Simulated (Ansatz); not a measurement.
Ansatz (an electronic-structure program) input (B3LYP-D3(BJ)/def2-TZVP):

Ansatz 0.2 input:
```yaml
crystal:
  periodic: [false, false, false]
  atoms:
    - {symbol: O, position_ang: [-0.00000000, -0.00000000, -1.69736936]}
    - {symbol: C, position_ang: [-0.00000000, -0.00000000, -0.56804329]}
    - {symbol: S, position_ang: [0.00000000, 0.00000000, 1.06170091]}
basis:
  gaussian:
    orbitals: def2-TZVP
hamiltonian:
  xc: b3lyp
  dispersion: d3bj
total_charge: 1
magnetization: {spin_polarized: true, initial_magnetization: 1}
phonons: {temperatures: {t_min: 298.15, t_max: 298.15, t_step: 100}}
```

Output:

```
Functional definition: B3LYP
integrals: 0.02 GiB planned
602 factors; their error is unknown
mean field: 0.30 GiB planned
mean field evaluation 1: about -13890.2137 eV, gradient 7.0e1 eV
mean field evaluation 2: about -13644.5442 eV, gradient 1.9e2 eV
mean field evaluation 4: about -13907.5805 eV, gradient 3.0e1 eV
mean field evaluation 8: about -13910.6533 eV, gradient 8.6e-2 eV
mean field evaluation 16: about -13910.6822 eV, gradient 8.6e-5 eV
mean field -13910.68224504 eV, -511.2081435062 hartree, gradient 2.3e-5 eV, S^2 0.758352; 0 other end points of the search recorded, 0 dependent functions left out
the calculation of the forces begins
reference -13910.68241714 eV, -511.2081498308 hartree; 15, 14 occupied and 84, 85 virtual orbitals, 602 factors
these checks for a lower state are left out or cut short: stability, starts, cluster_reference, orbital_swaps, neighbouring_geometries, increment
integrals: 0.02 GiB planned
602 factors; their error is unknown
mean field: 0.30 GiB planned
mean field -13910.68223705 eV, -511.2081432125 hartree, gradient 2.2e-6 eV, S^2 0.758353; 0 other end points of the search recorded, 0 dependent functions left out
the calculation of the forces begins
reference -13910.68240915 eV, -511.2081495371 hartree; 15, 14 occupied and 84, 85 virtual orbitals, 602 factors
these checks for a lower state are left out or cut short: stability, starts, cluster_reference, orbital_swaps, neighbouring_geometries, increment
integrals: 0.02 GiB planned
602 factors; their error is unknown
mean field: 0.30 GiB planned
mean field evaluation 32: about -13910.6822 eV, gradient 1.2e-1 eV
mean field -13910.68223705 eV, -511.2081432125 hartree, gradient 2.2e-6 eV, S^2 0.758353; 0 other end points of the search recorded, 0 dependent functions left out
the calculation of the forces begins
reference -13910.68240915 eV, -511.2081495371 hartree; 15, 14 occupied and 84, 85 virtual orbitals, 602 factors
these checks for a lower state are left out or cut short: stability, starts, cluster_reference, orbital_swaps, neighbouring_geometries, increment
integrals: 0.02 GiB planned
602 factors; their error is unknown
mean field: 0.30 GiB planned
mean field -13910.68223893 eV, -511.2081432817 hartree, gradient 2.2e-6 eV, S^2 0.758353; 0 other end points of the search recorded, 0 dependent functions left out
the calculation of the forces begins
reference -13910.68241103 eV, -511.2081496063 hartree; 15, 14 occupied and 84, 85 virtual orbitals, 602 factors
these checks for a lower state are left out or cut short: stability, starts, cluster_reference, orbital_swaps, neighbouring_geometries, increment
integrals: 0.02 GiB planned
602 factors; their error is unknown
mean field: 0.30 GiB planned
mean field -13910.68223893 eV, -511.2081432817 hartree, gradient 2.2e-6 eV, S^2 0.758353; 0 other end points of the search recorded, 0 dependent functions left out
the calculation of the forces begins
reference -13910.68241103 eV, -511.2081496063 hartree; 15, 14 occupied and 84, 85 virtual orbitals, 602 factors
these checks for a lower state are left out or cut short: stability, starts, cluster_reference, orbital_swaps, neighbouring_geometries, increment
integrals: 0.02 GiB planned
602 factors; their error is unknown
mean field: 0.30 GiB planned
mean field -13910.68185704 eV, -511.2081292475 hartree, gradient 2.1e-6 eV, S^2 0.758211; 0 other end points of the search recorded, 0 dependent functions left out
the calculation of the forces begins
reference -13910.68202906 eV, -511.2081355690 hartree; 15, 14 occupied and 84, 85 virtual orbitals, 602 factors
these checks for a lower state are left out or cut short: stability, starts, cluster_reference, orbital_swaps, neighbouring_geometries, increment
integrals: 0.02 GiB planned
602 factors; their error is unknown
mean field: 0.30 GiB planned
mean field evaluation 64: about -13910.6819 eV, gradient 1.2e-1 eV
mean field -13910.68190822 eV, -511.2081311281 hartree, gradient 2.2e-6 eV, S^2 0.758498; 0 other end points of the search recorded, 0 dependent functions left out
the calculation of the forces begins
reference -13910.68208040 eV, -511.2081374557 hartree; 15, 14 occupied and 84, 85 virtual orbitals, 602 factors
these checks for a lower state are left out or cut short: stability, starts, cluster_reference, orbital_swaps, neighbouring_geometries, increment
integrals: 0.02 GiB planned
602 factors; their error is unknown
mean field: 0.30 GiB planned
mean field -13910.68222211 eV, -511.2081426633 hartree, gradient 2.2e-6 eV, S^2 0.758352; 0 other end points of the search recorded, 0 dependent functions left out
the calculation of the forces begins
reference -13910.68239421 eV, -511.2081489879 hartree; 15, 14 occupied and 84, 85 virtual orbitals, 602 factors
these checks for a lower state are left out or cut short: stability, starts, cluster_reference, orbital_swaps, neighbouring_geometries, increment
integrals: 0.02 GiB planned
602 factors; their error is unknown
mean field: 0.30 GiB planned
mean field -13910.68222211 eV, -511.2081426633 hartree, gradient 2.2e-6 eV, S^2 0.758352; 0 other end points of the search recorded, 0 dependent functions left out
the calculation of the forces begins
reference -13910.68239421 eV, -511.2081489879 hartree; 15, 14 occupied and 84, 85 virtual orbitals, 602 factors
these checks for a lower state are left out or cut short: stability, starts, cluster_reference, orbital_swaps, neighbouring_geometries, increment
integrals: 0.02 GiB planned
602 factors; their error is unknown
mean field: 0.30 GiB planned
mean field -13910.68222751 eV, -511.2081428618 hartree, gradient 2.2e-6 eV, S^2 0.758353; 0 other end points of the search recorded, 0 dependent functions left out
the calculation of the forces begins
reference -13910.68239961 eV, -511.2081491864 hartree; 15, 14 occupied and 84, 85 virtual orbitals, 602 factors
these checks for a lower state are left out or cut short: stability, starts, cluster_reference, orbital_swaps, neighbouring_geometries, increment
integrals: 0.02 GiB planned
602 factors; their error is unknown
mean field: 0.30 GiB planned
mean field evaluation 96: about -13910.6822 eV, gradient 1.2e-1 eV
mean field -13910.68222751 eV, -511.2081428618 hartree, gradient 2.2e-6 eV, S^2 0.758353; 0 other end points of the search recorded, 0 dependent functions left out
the calculation of the forces begins
reference -13910.68239961 eV, -511.2081491864 hartree; 15, 14 occupied and 84, 85 virtual orbitals, 602 factors
these checks for a lower state are left out or cut short: stability, starts, cluster_reference, orbital_swaps, neighbouring_geometries, increment
integrals: 0.02 GiB planned
602 factors; their error is unknown
mean field: 0.30 GiB planned
mean field -13910.68185147 eV, -511.2081290427 hartree, gradient 2.3e-6 eV, S^2 0.758562; 0 other end points of the search recorded, 0 dependent functions left out
the calculation of the forces begins
reference -13910.68202361 eV, -511.2081353688 hartree; 15, 14 occupied and 84, 85 virtual orbitals, 602 factors
these checks for a lower state are left out or cut short: stability, starts, cluster_reference, orbital_swaps, neighbouring_geometries, increment
integrals: 0.02 GiB planned
602 factors; their error is unknown
mean field: 0.30 GiB planned
mean field -13910.68184995 eV, -511.2081289867 hartree, gradient 2.1e-6 eV, S^2 0.758152; 0 other end points of the search recorded, 0 dependent functions left out
the calculation of the forces begins
reference -13910.68202200 eV, -511.2081353097 hartree; 15, 14 occupied and 84, 85 virtual orbitals, 602 factors
these checks for a lower state are left out or cut short: stability, starts, cluster_reference, orbital_swaps, neighbouring_geometries, increment
integrals: 0.02 GiB planned
602 factors; their error is unknown
mean field: 0.30 GiB planned
mean field -13910.68224121 eV, -511.2081433654 hartree, gradient 2.0e-6 eV, S^2 0.758352; 0 other end points of the search recorded, 0 dependent functions left out
the calculation of the forces begins
reference -13910.68241331 eV, -511.2081496900 hartree; 15, 14 occupied and 84, 85 virtual orbitals, 602 factors
these checks for a lower state are left out or cut short: stability, starts, cluster_reference, orbital_swaps, neighbouring_geometries, increment
integrals: 0.02 GiB planned
602 factors; their error is unknown
mean field: 0.30 GiB planned
mean field evaluation 128: about -13910.6822 eV, gradient 8.6e-5 eV
mean field -13910.68224121 eV, -511.2081433654 hartree, gradient 2.0e-6 eV, S^2 0.758352; 0 other end points of the search recorded, 0 dependent functions left out
the calculation of the forces begins
reference -13910.68241331 eV, -511.2081496900 hartree; 15, 14 occupied and 84, 85 virtual orbitals, 602 factors
these checks for a lower state are left out or cut short: stability, starts, cluster_reference, orbital_swaps, neighbouring_geometries, increment
integrals: 0.02 GiB planned
602 factors; their error is unknown
mean field: 0.30 GiB planned
mean field -13910.68224212 eV, -511.2081433987 hartree, gradient 2.2e-6 eV, S^2 0.758352; 0 other end points of the search recorded, 0 dependent functions left out
the calculation of the forces begins
reference -13910.68241422 eV, -511.2081497233 hartree; 15, 14 occupied and 84, 85 virtual orbitals, 602 factors
these checks for a lower state are left out or cut short: stability, starts, cluster_reference, orbital_swaps, neighbouring_geometries, increment
integrals: 0.02 GiB planned
602 factors; their error is unknown
mean field: 0.30 GiB planned
mean field -13910.68224212 eV, -511.2081433987 hartree, gradient 2.2e-6 eV, S^2 0.758352; 0 other end points of the search recorded, 0 dependent functions left out
the calculation of the forces begins
reference -13910.68241422 eV, -511.2081497233 hartree; 15, 14 occupied and 84, 85 virtual orbitals, 602 factors
these checks for a lower state are left out or cut short: stability, starts, cluster_reference, orbital_swaps, neighbouring_geometries, increment
integrals: 0.02 GiB planned
602 factors; their error is unknown
mean field: 0.30 GiB planned
mean field -13910.68217876 eV, -511.2081410704 hartree, gradient 2.1e-6 eV, S^2 0.758292; 0 other end points of the search recorded, 0 dependent functions left out
the calculation of the forces begins
reference -13910.68235090 eV, -511.2081473965 hartree; 15, 14 occupied and 84, 85 virtual orbitals, 602 factors
these checks for a lower state are left out or cut short: stability, starts, cluster_reference, orbital_swaps, neighbouring_geometries, increment
integrals: 0.02 GiB planned
602 factors; their error is unknown
mean field: 0.30 GiB planned
mean field evaluation 160: about -13910.6821 eV, gradient 1.3e-3 eV
mean field -13910.68212829 eV, -511.2081392157 hartree, gradient 2.2e-6 eV, S^2 0.758414; 0 other end points of the search recorded, 0 dependent functions left out
the calculation of the forces begins
reference -13910.68230035 eV, -511.2081455388 hartree; 15, 14 occupied and 84, 85 virtual orbitals, 602 factors
Total energy: -13910.76589331 eV, -511.2112175234 hartree
Atom 0 at    -0.000000    -0.000000    -1.697369 Å, force    -0.000000     0.000000     0.000011 eV/Å
Atom 1 at    -0.000000    -0.000000    -0.568043 Å, force     0.000000    -0.000000     0.000001 eV/Å
Atom 2 at     0.000000     0.000000     1.061701 Å, force    -0.000000     0.000000    -0.000013 eV/Å
Dipole moment:    -0.000000     0.000000     0.332393 e Å
Vibrations: 410.25 469.20 723.70 2133.83 cm⁻¹, zero-point energy 0.231663 eV
```
